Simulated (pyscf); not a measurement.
## Four-centre exchange: H₂N–Al(Cl)–Cl + hydrogen (H₂) -> H₂N–AlH–Cl + hydrogen chloride (HCl)

Gas phase, singlet surface, charge 0. Bonds broken: Al2–Cl3, H7–H8. Bonds formed: Al2–H7, Cl3–H8. PySCF, gas phase, ωB97X-D3(BJ)/def2-SVP geometries.

Transition state (Å):

```xyz
8

N      1.3651     0.2272    -0.0782
Al    -0.2840    -0.3965    -0.0899
Cl    -1.6217     0.2928     1.8234
Cl    -1.5360    -0.1420    -1.7550
H      1.7066     0.9290    -0.7262
H      2.0790     0.0025     0.6057
H     -0.5315    -1.7990     0.7701
H     -1.1592    -1.0404     1.5139
```

One imaginary mode, 763i cm⁻¹; descent along it reached the two sides named, in the forms told below.

```tsv
bond	change	reactant side (Å)	saddle	product side
Al2–Cl3	breaks	2.097	2.434	2.7
H7–H8	breaks	0.763	1.234	3.6
Al2–H7	forms	2.376	1.664	1.571
Cl3–H8	forms	2.8	1.445	1.295
```

Electronic energies relative to the separated reactants (eV):

```csv
level,barrier,reaction energy,reverse barrier
ωB97X-D3(BJ)/def2-TZVP,1.58,+1.53,0.05
PBE/def2-TZVP,1.34,+1.38,-0.04
r²SCAN/def2-TZVP,1.45,+1.52,-0.07
B3LYP-D3(BJ)/def2-TZVP,1.54,+1.45,0.09
PBE0-D3(BJ)/def2-TZVP,1.41,+1.43,-0.02
M06-2X/def2-TZVP,1.67,+1.56,0.11
ωB97M-D3(BJ)/def2-TZVP,1.58,+1.42,0.16
HF/def2-TZVP,2.12,+1.38,0.74
```

With ωB97M-D3(BJ)/def2-TZVP energies and thermal terms (ideal gas, 1 atm, RRHO with modes under 100 cm⁻¹ raised to 100, one conformer, R ln 2 for chiral ones without a mode under 150 cm⁻¹), in eV:

| T (K) | ΔH‡ | ΔG‡ | ΔH | ΔG |
|---|---|---|---|---|
| 298 | 1.58 | 1.92 | +1.45 | +1.37 |
| 600 | 1.55 | 2.28 | +1.42 | +1.30 |
| 900 | 1.54 | 2.64 | +1.41 | +1.24 |
| 1200 | 1.55 | 3.01 | +1.40 | +1.18 |

On the product side the descent ends in an adduct with a Al–Cl contact, 0.32 eV under the separated species and 0.37 eV under the saddle at ωB97X-D3(BJ)/def2-TZVP. At PBE, r²SCAN, PBE0-D3(BJ) the saddle lies under the separated products, which points to a path from their complex (located at ωB97X-D3(BJ) alone), and parting the products costs more than the saddle. What is counted as broken (Al–Cl) persists as a longer contact in the product adduct; parting that adduct is a step of its own. The same reactants have a lower exit, to Cl–AlH–Cl + NH₃ (barrier +0.80 eV at ωB97M-D3(BJ)/def2-TZVP, against +1.58 eV here). This is the saddle that the search found; another between the same sides may lie lower.
